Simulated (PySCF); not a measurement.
## Multinuclear NMR of disilanol

Mapped SMILES: `[OH:1][SiH2:2][SiH3:3]`. Each H is labelled by its parent atom.

- NMR shieldings at PBE0/pcSseg-1/GIAO
- structure optimised with GFN2-xTB
- code: PySCF 2.14
- non-relativistic, isolated molecule, equivalent nuclei averaged, single conformer

Question: Predict the ²⁹Si NMR data.

Answer: 
| atoms | environment | σ (ppm) | δ (ppm) |
| --- | --- | --- | --- |
| Si2 | silicon bonded to O, Si, 2 H | 372.2 | -25.9 |
| Si3 | silicon bonded to Si, 3 H | 472.3 | -108.2 |

Shieldings were converted by a linear fit to measured shifts: ²⁹Si (scatter 8.9 ppm rms, 25.8 ppm with the 6 outliers that the fit left out vs TMS, solution or neat liquid). Occasional misses reach two or three times the rms, and more in compound classes unlike the fitted ones.

On a 300 MHz spectrometer ²⁹Si resonates near 59.6 MHz, so 1 ppm is 59.6 Hz.

Question: Predict the ¹⁷O NMR data.

Answer: 
```
atoms             environment  σ (ppm)  δ (ppm)
   O1  oxygen bonded to Si, H    337.3    -40.6
```

Shieldings were converted by a linear fit to measured shifts: ¹⁷O (scatter 10.7 ppm rms, 12.2 ppm with the 3 outliers that the fit left out vs liquid water, solution or neat liquid). Occasional misses reach two or three times the rms, and more in compound classes unlike the fitted ones.

On a 600 MHz spectrometer ¹⁷O resonates near 81.3 MHz, so 1 ppm is 81.3 Hz.
